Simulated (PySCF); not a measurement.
CCl4, SMILES C(Cl)(Cl)(Cl)Cl (connectivity only; charge and spin as stated), charge +1, multiplicity 2. Atoms are numbered in the order given.

```xyz
5

Cl    -1.0405     1.0405    -0.9879
C      0.0000     0.0000     0.0000
Cl    -1.0405    -1.0405     0.9879
Cl     1.0405    -1.0405    -0.9879
Cl     1.0405     1.0405     0.9879
```
Charge +1, spin multiplicity 2.

Geometry optimised at B3LYP-D3(BJ)/def2-SVP. The spin state was assumed, not searched.

The numbers are results of r2SCAN/def2-TZVP in PySCF, not measurements.

ESP charges are fitted to the potential on shells at 1.4 to 2.0 van der Waals radii. Atomic charges (e):

| atom | Löwdin | ESP fit | meta-Löwdin | Mulliken | Mulliken spin |
|---|---|---|---|---|---|
| Cl1 | 0.60 | 0.46 | 0.24 | 0.22 | 0.26 |
| C2 | -1.40 | -0.82 | 0.05 | 0.12 | -0.06 |
| Cl3 | 0.60 | 0.46 | 0.24 | 0.22 | 0.26 |
| Cl4 | 0.60 | 0.46 | 0.24 | 0.22 | 0.26 |
| Cl5 | 0.60 | 0.46 | 0.24 | 0.22 | 0.26 |

Task: Give the Mayer and Wiberg (Löwdin basis) orders of the bonds. (Estimate from the structure and the level; the computed values follow.)

Result: 
```csv
bond,Mayer,Wiberg
Cl1–C2,1.11,1.71
C2–Cl3,1.11,1.71
C2–Cl4,1.11,1.71
C2–Cl5,1.11,1.71
```
